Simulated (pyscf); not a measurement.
`[NH2][InH][OH]` + `[H][H]` → `[NH2][InH2]` + `[OH2]`, a four-centre exchange (singlet surface; In–O, H–H broken, H–In, H–O formed). Single points on ωB97X-D3(BJ)/def2-SVP structures (PySCF, gas phase). Energies in kcal/mol from the separated reactants.

AM1 to PM7: differences of heats of formation from MOPAC, which are fitted to 298 K values and so differ in kind from electronic energies by zero-point and thermal terms. 

**Question.** In single points PM6 puts the saddle at 36.9 kcal/mol and the reaction energy at +45.8 kcal/mol. Should these be trusted to within a few kcal/mol? Compare with ωB97M-D3(BJ)/def2-TZVP.

**Answer.** ωB97M-D3(BJ)/def2-TZVP gives ΔE‡ = 19.3 kcal/mol and ΔE = +1.7 kcal/mol. PM6 lies 17.7 kcal/mol over it in the barrier and 44.1 kcal/mol over it in the reaction energy, so on this step it does not hold to within 3.0 kcal/mol. At PM6 this geometry lies under one side, so its ΔE‡ may be no barrier of that level. ωB97M-D3(BJ)/def2-TZVP has limits of its own. On the product side the descent ends in an adduct with a In–O contact, 10.8 kcal/mol under the separated species and 26.3 kcal/mol under the saddle at ωB97X-D3(BJ)/def2-TZVP. What is counted as broken (In–O) persists as a longer contact in the product adduct; parting that adduct is a step of its own. At the saddle there is also a short H–In contact that neither side keeps. One saddle was located; it need not be the lowest between these sides. In the def2 sets elements past Kr carry core potentials, without spin-orbit coupling.
